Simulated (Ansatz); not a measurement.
# BH3NS: ladder of basis sets from a Python script

The task is a ladder of basis sets, for BH3NS. SMILES: N[B]S.

Program: the Python package of Ansatz 0.2.0. The levels of theory stand in the script. These are calculated values, not measurements.

## Step 1: Starting point

Bond lengths: N1–B2 1.466 Å, B2–S3 1.857 Å, N1–H4 1.015 Å, N1–H5 1.037 Å, S3–H6 1.426 Å. Angles: N1–B2–S3 119.8°, B2–N1–H4 109.7°, B2–N1–H5 112.0°, H4–N1–H5 103.2°, B2–S3–H6 92.8°.

The script holds or builds the structure itself.

## Step 2: Script

basis_bh3ns.py reads:

```python
'''Basis-set convergence for BH3NS.'''

import ansatz as az

GEOMETRY = '''
N    -0.82090    0.32500   -0.64950
B    -0.36430   -0.64690    0.34910
S     0.69290   -0.08410    1.76780
H    -1.33650   -0.15360   -1.38070
H    -0.02960    0.75690   -1.16260
H     1.90040   -0.26130    1.02970
'''


def main() -> None:
    molecule = az.Crystal.molecule()
    for line in GEOMETRY.strip().splitlines():
        symbol, *xyz = line.split()
        molecule = molecule.atom(symbol, [float(v) for v in xyz])

    calc = molecule.calculation()
    calc = calc.correlation('mp2')
    calc = calc.spin('collinear', total=1)

    energies = {}
    for basis in ['cc-pVDZ', 'cc-pVTZ']:
        data = calc.basis(gaussian=basis).run(threads=1).report
        size = data['n_frozen'] + data['n_occupied'][0] + data['n_virtual'][0]
        energies[basis] = (data['reference_energy_ev'] / 27.211386246, data['free_energy_ev'] / 27.211386246)
        print(f'{basis:14s} {size:4d} orbitals  reference {energies[basis][0]:14.6f} Ha  total {energies[basis][1]:14.6f} Ha')

    # correlation energy at the basis limit from E(X) = E + A / X^3
    small, large = (energies[b][1] - energies[b][0] for b in ('cc-pVDZ', 'cc-pVTZ'))
    limit = (3 ** 3 * large - 2 ** 3 * small) / (3 ** 3 - 2 ** 3)
    print(f'correlation energy: {small:.6f} and {large:.6f} Ha, extrapolated {limit:.6f} Ha')
    print(f'share caught by the larger set: {100 * large / limit:.1f} %')


if __name__ == '__main__':
    main()
```

## Step 3: What the engine is handed

The package turns the script's settings into the engine's input (first run):

```yaml
crystal:
  periodic: [false, false, false]
  atoms:
    - { symbol: "N", position_ang: [-0.8209, 0.325, -0.6495] }
    - { symbol: B, position_ang: [-0.3643, -0.6469, 0.3491] }
    - { symbol: S, position_ang: [0.6929, -0.0841, 1.7678] }
    - { symbol: H, position_ang: [-1.3365, -0.1536, -1.3807] }
    - { symbol: H, position_ang: [-0.0296, 0.7569, -1.1626] }
    - { symbol: H, position_ang: [1.9004, -0.2613, 1.0297] }
basis:
  gaussian:
    orbitals: cc-pVDZ
magnetization:
  spin_polarized: true
  initial_magnetization: 1.0
correlation:
  method: mp2
```

## Step 4: Launch

The run is started by

```console
python basis_bh3ns.py
```

The log of the run:

```text
cc-pVDZ          61 orbitals  reference    -478.399380 Ha  total    -478.769712 Ha
cc-pVTZ         136 orbitals  reference    -478.437624 Ha  total    -478.907083 Ha
correlation energy: -0.370332 and -0.469459 Ha, extrapolated -0.511196 Ha
share caught by the larger set: 91.8 %
```

It took 3.5 s on 1 thread of Arm Neoverse V1, shared host; peak memory 0.28 GiB.

## Step 5: Inputs of later runs

The engine's inputs for the other runs:

Run 2, against run 1:

```diff
@@ -12 +12 @@
-    orbitals: cc-pVDZ
+    orbitals: cc-pVTZ
```

## Step 6: The engine's runs

One row for each of the 2 runs:

| run | basis | energy (eV) | <S²> | iterations in all | CPU time (s) |
| --- | --- | --- | --- | --- | --- |
| 1 | cc-pVDZ | -13027.9876 | 0.76 | 16 | 0.59 |
| 2 | cc-pVTZ | -13031.7256 | 0.76 | 14 | 2.5 |

Correlation energies (total less mean field):

| basis | correlation (eV) | share of the last | miss against the last (eV) | CPU time (s) |
| --- | --- | --- | --- | --- |
| cc-pVDZ | -10.077 | 78.9 % | +2.697 | 0.59 |
| cc-pVTZ | -12.775 | 100.0 % | +0.000 | 2.5 |

## Step 7: Results

| quantity | value |
| --- | --- |
| extrapolated correlation energy | -0.511196 Ha |
| runs compared | 2 |
| correlation energy, last run | -12.775 eV |

Against cc-pVDZ: cc-pVTZ -137.4 mHa. The last step alone is -137.37 mHa. From the first set to the last the time grows from 0.6 to 2.5 s. Caveats:
- The geometry is a force-field or estimated start, not a minimum of this method, and the last set is no limit. Much of the fall in a total is atomic energy, which cancels in bond and reaction energies.
- The species is open-shell (spin multiplicity 2).
- Inner cores stay frozen, so this is valence correlation.
- For Al to Cl the sets with a tight d function, cc-pV(X+d)Z, are usual.
- An extrapolation from small basis sets is rough.
